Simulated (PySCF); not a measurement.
# B(H2O)H3: geometry, NMR shifts, electronic excitations, spin-spin couplings and core binding energies

Wanted: the NMR shifts, electronic excitations, spin-spin couplings and core binding energies of B(H2O)H3 (`[H]B([H])([H])<-O`), by calculation.

Programs: PySCF 2.14.0, with density-fitted response routines of our own. Each step states its level of theory. These are calculated values for one molecule in the gas phase, unless marked as measured. Atoms count from 0, in the outputs and in this text.

## Step 1: The starting structure

7 atoms, charge 0, multiplicity 1; geometry from: GFN2-xTB.

Bonds of the start (Å): B0–O1 1.70, B0–H4 1.18, B0–H5 1.19, B0–H6 1.18, O1–H2 0.96, O1–H3 0.96.

## Step 2: Relaxing the molecule at PBE0-D3(BJ)/def2-SVP

What the job is given:

```
{"job": {"xc": "PBE0", "basis": "def2-SVP", "d3": "d3bj", "grid": 1, "maxiter": 40, "kind": "geom"}, "charge": 0, "multiplicity": 1}
B      0.067800    -0.111690    -0.668890
O      0.100820    -0.146640     1.030730
H     -0.836060    -0.142600     1.252490
H      0.486320     0.708910     1.244780
H      1.210120    -0.068530    -0.970290
H     -0.544260     0.876330    -0.930190
H     -0.484730    -1.115770    -0.958620
```

The program printed:

```text
step   0  E = -102.84969245  max force = 0.016357
step   1  E = -102.85207509  max force = 0.005681
step   2  E = -102.85223531  max force = 0.002860
step   3  E = -102.85231178  max force = 0.001723
step   4  E = -102.85233509  max force = 0.000938
step   5  E = -102.85233990  max force = 0.000177
optimisation converged
```

Wall time 4.8 s (1 thread, shared host).

Along the way:

| step | energy from step 0 (eV) | largest force component (eV/Å) |
| --- | --- | --- |
| 0 | 0.0000 | 0.8411 |
| 1 | -0.0648 | 0.2921 |
| 2 | -0.0692 | 0.1471 |
| 3 | -0.0713 | 0.0886 |
| 4 | -0.0719 | 0.0482 |
| 5 | -0.0720 | 0.0091 |

Close pairs (by a distance rule), those that changed most:

```csv
bond,before (Å),after (Å),change (Å)
B0–H6,1.182,1.217,+0.035
B0–H4,1.182,1.217,+0.035
B0–H5,1.191,1.224,+0.032
B0–O1,1.700,1.675,-0.026
O1–H3,0.962,0.967,+0.004
O1–H2,0.963,0.967,+0.004
```

The end geometry stands in the next job.

```
                         at the end point                   value
  point group (found at 0.08 Å tolerance)                      Cs
rotational constants (GHz, main isotopes)  85.828, 18.322, 17.811
                        dipole moment (D)                    4.75
```

## Step 3: Nuclear shieldings: PBE0/pcSseg-1

What the job is given:

```
{"job": {"kind": "nmr", "xc": "PBE0", "basis": "pcSseg-1"}, "charge": 0, "multiplicity": 1}
B      0.065640    -0.111140    -0.689685
O      0.090633    -0.127883     0.984584
H     -0.822297    -0.133700     1.302487
H      0.481071     0.700928     1.292971
H      1.249116    -0.072018    -0.970602
H     -0.565221     0.900398    -0.965756
H     -0.498933    -1.156574    -0.953989
```

With the program's defaults for keys left out, this is: GIAO PBE0/pcSseg-1 NMR shielding, non-relativistic, gas phase.

The program printed:

```text
coarse grid: 5272 points
cycle   1  E = -102.8468064847  dE = -5.018e-02  |g| = 4.560e-01  |ddm| = 1.904e+00
cycle   2  E = -102.8452825389  dE =  1.524e-03  |g| = 5.150e-01  |ddm| = 6.536e-01
cycle   3  E = -102.8929176162  dE = -4.764e-02  |g| = 7.225e-02  |ddm| = 3.331e-01
cycle   4  E = -102.8939220810  dE = -1.004e-03  |g| = 1.381e-02  |ddm| = 4.693e-02
cycle   5  E = -102.8939769856  dE = -5.490e-05  |g| = 2.297e-03  |ddm| = 1.336e-02
cycle   6  E = -102.8939784007  dE = -1.415e-06  |g| = 2.504e-04  |ddm| = 2.029e-03
final grid: 49280 points
cycle   7  E = -102.9155364663  dE = -2.072e-05  |g| = 5.651e-03  |ddm| = 1.292e-02
cycle   8  E = -102.9155336892  dE =  2.777e-06  |g| = 7.156e-03  |ddm| = 6.625e-03
cycle   9  E = -102.9155428150  dE = -9.126e-06  |g| = 6.304e-04  |ddm| = 3.481e-03
cycle  10  E = -102.9155429126  dE = -9.759e-08  |g| = 8.112e-05  |ddm| = 5.617e-04
cycle  11  E = -102.9155429145  dE = -1.901e-09  |g| = 9.357e-06  |ddm| = 7.870e-05
cycle  12  E = -102.9155429146  dE = -1.785e-11  |g| = 1.179e-06  |ddm| = 9.035e-06
converged SCF energy = -102.9155429146

GIAO shielding tensors (ppm)
atom      isotropic    diamagn.    paramagn.     s11        s22        s33       span
  0 B      100.401     190.557     -90.156     74.647     77.555    149.001     74.354
  1 O      309.169     385.103     -75.934    275.216    293.389    358.903     83.687
  2 H       28.735      29.505      -0.770     20.303     24.592     41.309     21.006
  3 H       28.754      29.508      -0.754     20.342     24.585     41.334     20.992
  4 H       27.628      29.390      -1.762     25.218     25.985     31.681      6.463
  5 H       27.728      30.174      -2.446     25.394     25.628     32.162      6.768
  6 H       27.634      29.411      -1.777     25.214     25.986     31.702      6.488
```

It took 3 s on 1 thread, shared host.

Shifts follow as δ = σ(reference) − σ, with reference shieldings (ppm) from runs at the same level and on the same kind of geometry: 1H TMS 31.27, 17O H2O 334.6, 11B BF3·OEt2 100.7. The references are single molecules in the gas phase, so shifts against H2O, NH3, PH3, H3PO4 or CFCl3 are not on the usual liquid scales and can be off by tens of ppm. Atoms listed in one row are averaged.

```csv
atoms,environment,σ (ppm),δ (ppm)
"H4, H5, H6",hydrogen on a boron bonded to O,27.66,3.60
"H2, H3",hydrogen on an oxygen bonded to B,28.74,2.52
B0,"boron bonded to O, 3 H",100.4,0.3
O1,"oxygen bonded to B, 2 H",309.2,25.4
```

Charges from the same density, by scheme (e):

```
atoms  Mulliken    IAO  Hirshfeld  ESP fit
   B0     -0.05  -0.28      -0.05     0.11
   O1     -0.31  -0.44      -0.09    -0.55
```

Mayer bond orders: B0–O1 0.43.

## Step 4: Excited states and response: wB97X-D/def2-SVPD

The job, as its differences from that of step 3:

```diff
@@ -1,2 +1,2 @@
-{"job": {"kind": "nmr", "xc": "PBE0", "basis": "pcSseg-1"}, "charge": 0, "multiplicity": 1}
+{"job": {"kind": "uv", "xc": "wB97X-D", "basis": "def2-SVPD", "ip": false, "nstates": 10}, "charge": 0, "multiplicity": 1}
 B      0.065640    -0.111140    -0.689685
```

Level: TDDFT wB97X-D/def2-SVPD, vertical, gas phase, core orbitals frozen in the response.

The program printed:

```text
coarse grid: 5272 points
cycle   1  E = -102.8975125852  dE = -6.921e-02  |g| = 4.119e-01  |ddm| = 2.340e+00
cycle   2  E = -102.9152656071  dE = -1.775e-02  |g| = 3.558e-01  |ddm| = 6.689e-01
cycle   3  E = -102.9366101241  dE = -2.134e-02  |g| = 5.837e-02  |ddm| = 2.657e-01
cycle   4  E = -102.9372716844  dE = -6.616e-04  |g| = 8.396e-03  |ddm| = 5.361e-02
cycle   5  E = -102.9372955662  dE = -2.388e-05  |g| = 1.791e-03  |ddm| = 2.783e-02
cycle   6  E = -102.9372968686  dE = -1.302e-06  |g| = 4.176e-04  |ddm| = 4.001e-03
final grid: 49280 points
cycle   7  E = -102.9559782923  dE = -3.647e-05  |g| = 3.036e-03  |ddm| = 7.407e-02
cycle   8  E = -102.9559793140  dE = -1.022e-06  |g| = 2.710e-03  |ddm| = 8.671e-03
cycle   9  E = -102.9559806159  dE = -1.302e-06  |g| = 4.216e-04  |ddm| = 2.043e-03
cycle  10  E = -102.9559806712  dE = -5.527e-08  |g| = 9.976e-05  |ddm| = 1.070e-03
cycle  11  E = -102.9559806753  dE = -4.152e-09  |g| = 1.715e-05  |ddm| = 2.429e-04
cycle  12  E = -102.9559806756  dE = -2.778e-10  |g| = 2.599e-06  |ddm| = 6.558e-05
converged SCF energy = -102.9559806756

Static polarisability (au): isotropic 27.966, principal 26.864 28.505 28.528

Singlet excitations
state   eV       nm        f      main configurations
  1   6.6123    187.5   0.00620   H->L 0.94
  2   6.9648    178.0   0.01439   H-1->L 0.94
  3   8.5284    145.4   0.08246   H->L+1 0.91
  4   8.5577    144.9   0.00088   H->L+2 0.94
  5   8.7320    142.0   0.09083   H-1->L+1 0.93
  6   8.9153    139.1   0.00325   H-1->L+2 0.92
  7   9.4388    131.4   0.07074   H-2->L 0.44, H->L+4 0.37
  8   9.6069    129.1   0.05384   H->L+4 0.43, H-2->L 0.37
  9   9.7077    127.7   0.06558   H-1->L+4 0.72, H-1->L+3 0.08
 10   9.9161    125.0   0.06685   H->L+3 0.81

Triplet excitations (Tamm-Dancoff, eV): 6.4681 6.8423 8.2759 8.4438
```

It took 3.4 s on 1 thread, shared host.

Frontier orbitals and where they lie:

| orbital | eV | atoms |
| --- | --- | --- |
| HOMO−3 | -14.98 | O1 69 %, B0 10 %, H5 7 % |
| HOMO−2 | -13.06 | O1 34 %, B0 29 %, H4 12 % |
| HOMO−1 | -10.27 | B0 44 %, H6 23 %, H4 22 % |
| HOMO | -10.06 | B0 41 %, H5 29 %, O1 10 % |
| LUMO | 1.04 | O1 38 %, B0 22 %, H3 16 % |
| LUMO+1 | 2.75 | B0 65 %, O1 10 %, H5 7 % |
| LUMO+2 | 2.85 | O1 53 %, H2 18 %, H3 18 % |

With each of the 10 states as a Gaussian band of 0.4 eV half-width at 1/e, the curve within the window shown has maxima at 180 nm (ε 720), 143 nm (ε 6,800), 128 nm (ε 8,700) L/(mol cm). Beyond the last state computed it falls off for lack of states. The curve at chosen wavelengths:

(nm, ε (L/mol/cm)): (121, 2350), (124, 5838), (128, 8688), (131, 7233), (134, 4847), (138, 4769), (141, 6314), (145, 6290), (148, 4353), (151, 2253), (155, 625), (158, 187), (161, 66), (165, 105), (168, 223), (171, 391), (175, 611), (178, 704), (181, 709), (185, 604), (188, 483), (192, 319), (195, 215), (198, 135), (202, 65), (205, 35)

Ground-state properties from the same run:

| property | computed |
| --- | --- |
| dipole moment (D) | 4.49 |
| polarisability (Å³) | 4.14 |
| HOMO–LUMO gap (eV) | 11.10 |
| −ε(HOMO) (eV) | 10.06 |

## Step 5: J couplings: B3LYP/pcJ-1

The job, as its differences from that of step 4:

```diff
@@ -1,2 +1,2 @@
-{"job": {"kind": "uv", "xc": "wB97X-D", "basis": "def2-SVPD", "ip": false, "nstates": 10}, "charge": 0, "multiplicity": 1}
+{"job": {"kind": "j", "xc": "B3LYP", "basis": "pcJ-1"}, "charge": 0, "multiplicity": 1}
 B      0.065640    -0.111140    -0.689685
```

Method: B3LYP/pcJ-1 indirect spin-spin coupling, non-relativistic, gas phase.

The program printed:

```text
coarse grid: 5272 points
cycle   1  E = -102.9892408059  dE = -5.917e-02  |g| = 5.217e-01  |ddm| = 1.667e+00
cycle   2  E = -102.9674315226  dE =  2.181e-02  |g| = 6.692e-01  |ddm| = 7.381e-01
cycle   3  E = -103.0456375333  dE = -7.821e-02  |g| = 8.165e-02  |ddm| = 4.067e-01
cycle   4  E = -103.0469256741  dE = -1.288e-03  |g| = 1.945e-02  |ddm| = 5.774e-02
cycle   5  E = -103.0470309719  dE = -1.053e-04  |g| = 3.048e-03  |ddm| = 1.739e-02
cycle   6  E = -103.0470332682  dE = -2.296e-06  |g| = 2.959e-04  |ddm| = 2.387e-03
final grid: 49280 points
cycle   7  E = -103.0705627493  dE = -6.856e-05  |g| = 2.336e-03  |ddm| = 9.760e-03
cycle   8  E = -103.0705629811  dE = -2.318e-07  |g| = 1.162e-03  |ddm| = 2.020e-03
cycle   9  E = -103.0705632456  dE = -2.645e-07  |g| = 6.370e-04  |ddm| = 1.127e-03
cycle  10  E = -103.0705633211  dE = -7.546e-08  |g| = 1.727e-04  |ddm| = 3.422e-04
cycle  11  E = -103.0705633270  dE = -5.908e-09  |g| = 1.111e-05  |ddm| = 1.157e-04
cycle  12  E = -103.0705633270  dE = -2.299e-11  |g| = 1.797e-06  |ddm| = 8.083e-06
converged SCF energy = -103.0705633270

Indirect spin-spin couplings (Hz)
  i      j    bonds     total        FC       PSO       DSO        SD
  0 B    1 O    1     10.099    12.439    -1.207    -0.058    -1.075
  0 B    2 H    2     -1.079    -1.147     0.685    -0.686     0.069
  0 B    3 H    2     -1.071    -1.141     0.689    -0.688     0.069
  0 B    4 H    1    125.713   125.788    -0.744     0.472     0.198
  0 B    5 H    1    118.567   118.624    -0.699     0.479     0.163
  0 B    6 H    1    125.424   125.499    -0.743     0.473     0.196
  1 O    2 H    1    -85.387   -75.748    -9.570    -0.144     0.076
  1 O    3 H    1    -85.363   -75.724    -9.570    -0.144     0.076
  1 O    4 H    2    -10.962   -10.856    -0.174     0.047     0.020
  1 O    5 H    2     -1.599    -1.657    -0.098     0.098     0.059
  1 O    6 H    2    -10.851   -10.741    -0.179     0.047     0.022
  2 H    3 H    2     -8.431    -9.766     7.487    -6.947     0.795
  2 H    4 H    3      8.985     9.185     3.186    -3.383    -0.004
  2 H    5 H    3     -0.600    -0.428     0.408    -0.650     0.070
  2 H    6 H    3      0.399     0.507     0.491    -0.666     0.066
  3 H    4 H    3      0.317     0.437     0.548    -0.728     0.060
  3 H    5 H    3     -0.520    -0.360     0.370    -0.605     0.075
  3 H    6 H    3      9.029     9.229     3.189    -3.385    -0.004
  4 H    5 H    2     -4.896    -4.848     1.561    -1.682     0.074
  4 H    6 H    2     -8.081    -8.017     1.579    -1.710     0.067
  5 H    6 H    2     -4.960    -4.912     1.557    -1.679     0.074
```

It took 4.4 s on 1 thread, shared host.

A choice of the couplings up to four bonds, sorted by the number of bonds, with means over like pairs; isotopes 11B, 1H, 17O:

| pair | bonds | J (Hz) | Fermi contact (Hz) |
| --- | --- | --- | --- |
| B0–H4 | 1 | 123.2 | 123.3 |
| O1–H2 | 1 | -85.4 | -75.7 |
| B0–O1 | 1 | 10.1 | 12.4 |
| H2–H3 | 2 | -8.4 | -9.8 |
| O1–H4 | 2 | -7.8 | -7.8 |
| H4–H5 | 2 | -6.0 | -5.9 |
| B0–H2 | 2 | -1.1 | -1.1 |
| H2–H4 | 3 | 2.9 | 3.1 |

Quadrupole couplings from the field gradients of the same density:

```csv
atom,isotope,eQq/h (MHz),η
O1,17O,9.990,0.62
B0,11B,3.850,0.04
```

## Step 6: Nuclear shieldings: KT2/pcSseg-1

The job, as its differences from that of step 5:

```diff
@@ -1,2 +1,2 @@
-{"job": {"kind": "j", "xc": "B3LYP", "basis": "pcJ-1"}, "charge": 0, "multiplicity": 1}
+{"job": {"kind": "nmr", "xc": "KT2", "basis": "pcSseg-1", "pop": false}, "charge": 0, "multiplicity": 1}
 B      0.065640    -0.111140    -0.689685
```

Method: GIAO KT2/pcSseg-1 NMR shielding, non-relativistic, gas phase.

The program printed:

```text
coarse grid: 5272 points
cycle   1  E = -104.4669923166  dE = -9.414e-03  |g| = 6.013e-01  |ddm| = 1.946e+00
cycle   2  E = -104.3742447030  dE =  9.275e-02  |g| = 9.327e-01  |ddm| = 1.069e+00
cycle   3  E = -104.5445611849  dE = -1.703e-01  |g| = 1.049e-01  |ddm| = 6.972e-01
cycle   4  E = -104.5471618075  dE = -2.601e-03  |g| = 2.682e-02  |ddm| = 9.187e-02
cycle   5  E = -104.5473842148  dE = -2.224e-04  |g| = 4.716e-03  |ddm| = 3.117e-02
cycle   6  E = -104.5473906760  dE = -6.461e-06  |g| = 7.126e-04  |ddm| = 4.593e-03
final grid: 49280 points
cycle   7  E = -104.5846870750  dE = -6.234e-05  |g| = 9.270e-03  |ddm| = 2.521e-02
cycle   8  E = -104.5846565105  dE =  3.056e-05  |g| = 1.613e-02  |ddm| = 1.450e-02
cycle   9  E = -104.5847020900  dE = -4.558e-05  |g| = 6.976e-04  |ddm| = 8.964e-03
cycle  10  E = -104.5847022097  dE = -1.196e-07  |g| = 2.151e-04  |ddm| = 7.896e-04
cycle  11  E = -104.5847022250  dE = -1.531e-08  |g| = 2.937e-05  |ddm| = 2.294e-04
cycle  12  E = -104.5847022252  dE = -2.003e-10  |g| = 2.189e-06  |ddm| = 2.956e-05
converged SCF energy = -104.5847022252

GIAO shielding tensors (ppm)
atom      isotropic    diamagn.    paramagn.     s11        s22        s33       span
  0 B       98.337     192.792     -94.455     71.549     74.270    149.193     77.644
  1 O      302.462     384.421     -81.959    268.659    289.326    349.401     80.742
  2 H       28.818      29.540      -0.721     20.543     25.171     40.742     20.199
  3 H       28.840      29.543      -0.703     20.588     25.164     40.768     20.180
  4 H       27.401      29.608      -2.206     24.748     25.874     31.583      6.835
  5 H       27.442      30.419      -2.977     24.835     25.450     32.042      7.207
  6 H       27.407      29.629      -2.223     24.738     25.879     31.603      6.865
```

It took 2.7 s on 1 thread, shared host.

This run: δ B0 1.6, O1 28.2, H4 3.76, H2 2.35 ppm (means over like atoms).

## Step 7: Core holes by ΔSCF: SCAN, X2C

The job, as its differences from that of step 6:

```diff
@@ -1,2 +1,2 @@
-{"job": {"kind": "nmr", "xc": "KT2", "basis": "pcSseg-1", "pop": false}, "charge": 0, "multiplicity": 1}
+{"job": {"kind": "xps", "metal_2p": true}, "charge": 0, "multiplicity": 1}
 B      0.065640    -0.111140    -0.689685
```

Method: delta-SCF UKS SCAN, pcX-2 on the ionised atom (unc-x2c-TZVPall on a metal), pcseg-1 elsewhere, spin-free X2C.

The program printed:

```text
ground state, core basis on atom 0 (B), 84 functions
  cycle   1  E = -102.99546093  |g| = 4.74e-01
  cycle   2  E = -102.96990376  |g| = 6.32e-01
  cycle   3  E = -103.04945281  |g| = 9.72e-02
  cycle   4  E = -103.05143484  |g| = 1.99e-02
  cycle   5  E = -103.05154186  |g| = 5.17e-03
  cycle   6  E = -103.05154818  |g| = 7.42e-04
  cycle   7  E = -103.05154849  |g| = 1.11e-04
  E(ground) = -103.05498286 Eh
hole in B 1s of atom 0
  cycle   1  E = -95.48768423  |g| = 1.15e+00
  cycle   2  E = -95.06008182  |g| = 1.37e+00
  cycle   3  E = -95.82696064  |g| = 3.80e-01
  cycle   4  E = -95.86541558  |g| = 2.46e-01
  cycle   5  E = -95.88723841  |g| = 2.02e-02
  cycle   6  E = -95.88739555  |g| = 4.07e-03
  cycle   7  E = -95.88740898  |g| = 1.33e-03
  cycle   8  E = -95.88741035  |g| = 5.72e-04
  cycle   9  E = -95.88741092  |g| = 1.12e-04
  E(ion) = -95.89065682 Eh   <S^2> = 0.7683   hole on atom = 1.000   binding energy = 194.951 eV
ground state, core basis on atom 1 (O), 84 functions
  cycle   1  E = -103.08863168  |g| = 9.77e-02
  cycle   2  E = -103.08822633  |g| = 6.29e-02
  cycle   3  E = -103.08847393  |g| = 4.98e-02
  cycle   4  E = -103.08887026  |g| = 1.73e-03
  cycle   5  E = -103.08887195  |g| = 3.40e-04
  E(ground) = -103.08862303 Eh
hole in O 1s of atom 1
  cycle   1  E = -82.37934084  |g| = 2.21e+00
  cycle   2  E = -81.69848766  |g| = 2.25e+00
  cycle   3  E = -83.08969357  |g| = 4.49e-01
  cycle   4  E = -83.15545171  |g| = 9.62e-02
  cycle   5  E = -83.15978290  |g| = 3.14e-02
  cycle   6  E = -83.16041213  |g| = 6.89e-03
  cycle   7  E = -83.16044109  |g| = 1.83e-03
  cycle   8  E = -83.16044365  |g| = 4.97e-04
  E(ion) = -83.16212936 Eh   <S^2> = 0.7618   hole on atom = 1.000   binding energy = 542.228 eV
```

Run time: 4.2 s. Hardware: 1 thread, shared host.

Binding energies by hole, beside the orbital energy of the ground state; the difference holds orbital relaxation and, for a density functional, its self-interaction error:

```
     hole  stands for              environment  ΔSCF (eV)  −ε (eV)   ⟨S²⟩
B1s on B0          B0   boron bonded to O, 3 H     194.95    178.9  0.768
O1s on O1          O1  oxygen bonded to B, 2 H     542.23    519.5  0.762
```

## Step 8: Side by side: NMR shifts

Shifts (ppm), means over like atoms, with basis size and wall time:

```csv
run,H4,H2,B0,O1,functions,time
PBE0/pcSseg-1,3.60,2.52,0.3,25.4,59,3 s
KT2/pcSseg-1,3.76,2.35,1.6,28.2,59,2.7 s
```

## Step 9: Summary of results

```
                                                              quantity                        value
                                                           point group                           Cs
                                  rotational constants (main isotopes)      85.83, 18.32, 17.81 GHz
1H shifts against TMS (PBE0/pcSseg-1, means over atoms taken as alike)               3.60, 2.52 ppm
                           11B shifts against BF3·OEt2 (PBE0/pcSseg-1)                      0.3 ppm
                                17O shifts against H2O (PBE0/pcSseg-1)                     25.4 ppm
                                    lowest singlet (wB97X-D/def2-SVPD)  6.61 eV (188 nm), f = 0.006
                              brightest single state of those computed  state 5, 8.73 eV, f = 0.091
                                                        lowest triplet                      6.47 eV
                           largest coupling of the table (B3LYP/pcJ-1)      1J(B,H) B0–H4, 123.2 Hz
                                      B1s binding energies, SCAN/pcX-2                 B0 194.95 eV
                                      O1s binding energies, SCAN/pcX-2                 O1 542.23 eV
                                              range of the shift of O1             25.4 to 28.2 ppm
```

**Reading.** Relaxing lowered the energy by 0.072 eV in 5 steps; the close pair that moved most is B0–H6, from 1.182 to 1.217 Å. At PBE0/pcSseg-1: The widest tensor belongs to O1: span 84 ppm, with a paramagnetic part of -76 ppm. The first singlet state (HOMO→LUMO 0.94) lies at 6.61 eV and is weak; of the 10 states computed, the strongest absorption comes from state 5 at 8.73 eV (the last state computed is bright too, and its partners may lie past the list). The lowest triplet lies 0.14 eV below the lowest singlet (triplets in Tamm-Dancoff, singlets in full TDDFT). In the run at B3LYP/pcJ-1, the largest coupling of the table is B0–H4 (mean over like pairs), 123.2 Hz, of which the Fermi-contact term gives 123.3 Hz. In ppm, O1 moves most: its shift spreads over 2.8 ppm, from 25.4 (PBE0/pcSseg-1) to 28.2 (KT2/pcSseg-1).
